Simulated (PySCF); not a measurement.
# Computed data sheet: `C1C(C=1)C([O-])=O`

Species: C4H3O2 (charge -1).
Z-matrix (Å and degrees, PBE0-D3(BJ)/def2-SVP geometry), rows numbered from 1:
```
O 
C   1  1.2460
O   2  1.2493  1  130.06
C   2  1.5465  1  115.09  3   179.88
C   4  1.5055  2  119.33  1  -152.08
C   5  1.2962  4   64.49  2  -105.90
H   4  1.1049  2  114.00  1    -1.75
H   5  1.0878  4  145.22  6   169.27
H   6  1.0879  4  145.14  5  -169.11
```

Among its groups: carboxylate, C=C double bond and cyclopropene ring.

From PBE0-D3(BJ)/def2-SVP geometry optimisation, gas phase (PySCF):

```
Rotational constants A, B, C : 8.593, 2.969, 2.542 GHz
```

B97-2/pcSseg-2 ground state and GIAO shieldings, non-relativistic (PySCF):

```
HOMO energy                                                 : -0.87 eV
LUMO energy                                                 : 3.95 eV
HOMO–LUMO gap                                               : 4.82 eV
13C chemical shifts (computed TMS as zero) by class         : 178.1 (C2), 121.2 (C5/C6), 25.4 (C4) ppm
1H chemical shifts (computed TMS as zero) by class          : 6.95 (H8/H9), 2.13 (H7) ppm
Isotropic shieldings of nuclei other than C and H, by class : -1 (O1/O3) ppm
```

From B3LYP/pcJ-1 indirect spin-spin coupling, non-relativistic, gas phase (PySCF):

```
Largest of the computed one-bond spin–spin couplings (means over like bonds) : 13C–1H +229.7 (C5–H8 and 1 like it), 13C–1H +169.0 (C4–H7), 13C–13C +70.7 (C5–C6), 13C–13C +59.9 (C2–C4), 17O–13C +29.1 (O1–C2 and 1 like it), 13C–13C +10.3 (C4–C5 and 1 like it) Hz
```

Monoisotopic mass of the ion (most abundant isotopes, electron mass counted): 83.0139 u.

With B = h/(8π²I), that is 505.379 GHz u Å² over I, the principal moments of inertia are 58.8, 170.2 and 198.8 u Å² (most abundant isotopes). The rotational constants make it an asymmetric top with κ = (2B − A − C)/(A − C) = -0.86, nearer the prolate limit (−1).

 The geometry's basis has no diffuse functions, a weakness for an anion. NMR classes are plain means over equivalent atoms (diastereotopic ones count apart unless rotation or inversion swaps them), as if these changed places fast; in this geometry the members of some classes differ. No diffuse functions stand in pcJ-1 and pcSseg-2, which bears on an anion's orbital energies.

One conformer stands for the species.
